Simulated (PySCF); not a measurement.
# SiO at BLYP

Level: BLYP. Si def2-TZVPPD, O def2-TZVPPD; no relativity (PySCF 2.14).

```
state                                           : ¹Σ⁺ (singlet), closed shell
bond length                                     : 1.532 Å
harmonic wavenumber                             : 1185 cm⁻¹
force constant                                  : 8.42 mdyn/Å
rotational constant Be                          : 0.7061 cm⁻¹
anharmonicity ωexe                              : 5.54 cm⁻¹
vibration–rotation constant αe                  : 0.00487 cm⁻¹
well depth De to Si + O                         : 8.46 eV
dissociation energy D0                          : 8.39 eV
HOMO–LUMO gap                                   : 4.55 eV
bond order (Mayer)                              : 2.14
dipole moment (positive dipole means Si(−)O(+)) : -3.06 D
```
